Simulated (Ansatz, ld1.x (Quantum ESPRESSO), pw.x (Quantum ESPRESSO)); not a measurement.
pw.x on bcc H: one setting changed

Potential: ultrasoft, ld1.x (Quantum ESPRESSO) 7.5, PBEsol; core none, reference 1s1; waves: 1s (bound): rcut 1.50, rcutus 1.60 bohr; 1s channel at 0.7 Ry: rcut 1.50, rcutus 1.60 bohr; 2p channel at 0.15 Ry: rcut 1.25, rcutus 1.55 bohr; local part: all-electron potential smoothed inside 1.40 bohr (lloc = -2); core correction: none; augmentation: PSQ, inside the norm-conserving radii.

The reference run (k-mesh 18³, cutoffs 40/320 Ry, Fermi–Dirac 0.01 Ry, mixing_beta 0.4, conv_thr 1e-9, no spin) gives -1.52 GPa at 2.977 Å³/atom, where all-electron LAPW gives -2.42 GPa. This run, with its own iteration cap, changes mixing_beta to 0.2.

```
&control
  calculation='scf', prefix='x', pseudo_dir='./', outdir='./tmp', tstress=.true., disk_io='none'
/
&system
  ibrav=0, nat=1, ntyp=1, ecutwfc=40, ecutrho=320, nbnd=7,
  occupations='smearing', smearing='fd', degauss=0.01
/
&electrons
  conv_thr=1e-09, mixing_beta=0.2, electron_maxstep=50
/
ATOMIC_SPECIES
H 1.0 H.UPF
CELL_PARAMETERS angstrom
  -0.90623246 0.90623246 0.90623246
  0.90623246 -0.90623246 0.90623246
  0.90623246 0.90623246 -0.90623246
ATOMIC_POSITIONS crystal
H 0.0000 0.0000 0.0000
K_POINTS automatic
18 18 18 0 0 0
```

```bash
pw.x < H.scf.in > H.scf.out
```

Task: How does the run end?

Result: It converges in 3 iterations; the free energy moves by +0.0 meV/atom and the pressure by +0.00 GPa. The result is that of the reference run.

```
Message from routine setup:
     using ibrav=0 with symmetry is DISCOURAGED, use correct ibrav instead
     lattice parameter (alat)  =       2.9662  a.u.
     unit-cell volume          =      20.0898 (a.u.)^3
     number of electrons       =         1.00
     number of Kohn-Sham states=            7
     kinetic-energy cutoff     =      40.0000  Ry
     charge density cutoff     =     320.0000  Ry
     scf convergence threshold =      1.0E-09
     Exchange-correlation= PBESOL
     number of k points=   195  Fermi-Dirac smearing, width (Ry)=  0.0100
     iteration #  1     ecut=    40.00 Ry     beta= 0.20
     total energy              =      -1.06930902 Ry
     estimated scf accuracy    <       0.00000370 Ry
     iteration #  2     ecut=    40.00 Ry     beta= 0.20
     total energy              =      -1.06931346 Ry
     estimated scf accuracy    <       0.00000237 Ry
     iteration #  3     ecut=    40.00 Ry     beta= 0.20
     the Fermi energy is     3.8287 ev
!    total energy              =      -1.06931354 Ry
     estimated scf accuracy    <          5.4E-10 Ry
     smearing contrib. (-TS)   =      -0.00043651 Ry
     The total energy is F=E-TS. E is the sum of the following terms:
     one-electron contribution =       0.63689398 Ry
     hartree contribution      =       0.01635721 Ry
     xc contribution           =      -0.65959765 Ry
     ewald contribution        =      -1.06253058 Ry
     convergence has been achieved in   3 iterations
          total   stress  (Ry/bohr**3)                   (kbar)     P=      -15.22
     Message from routine punch:
     Nothing written, as per user request (disk_io='none')
```

The run took about 0.7 s on one core of a shared host (Neoverse-V2, 96 threads, 742 GiB, load 35).
